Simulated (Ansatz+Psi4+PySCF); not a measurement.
```csv
atom,x (Å),y (Å),z (Å)
Si,0.0000,0.0000,0.6730
O,0.0000,0.0000,-1.1778
```

Basis set: cc-pVTZ on O; cc-pV(T+d)Z on Si (spherical functions). Frozen core: 6 orbitals. Charge 0, multiplicity 1.

Computed with Ansatz (development build ahead of 0.2.0) and Psi4 1.11; each method stands on the lowest determinant of its kind that the runs found. Restricted open shells among the atoms or ions are ROHF, correlated in semicanonical orbitals with singles.

Question: Give the vertical ionization energy (product with multiplicity 2 at the same shape, open shells in the same class of orbitals) of singlet SiO by RHF-CCSD(T), RHF-CCSD, RHF-MP2, RHF.

Answer:

```csv
method,ionization energy
RHF-CCSD(T),10.38 eV
RHF-CCSD,9.92 eV
RHF-MP2,10.92 eV
RHF,7.76 eV
```

Caution: stretched shape with no unrestricted run beside it, a lower state can exist; unrestricted orbitals would lower the determinant. Caution for RHF-CCSD(T), RHF-CCSD, RHF-MP2: a plain start can end on a higher determinant; large amplitudes, a single reference is doubtful. Caution for RHF-MP2: MP2 on this radical cation hangs on the determinant chosen.
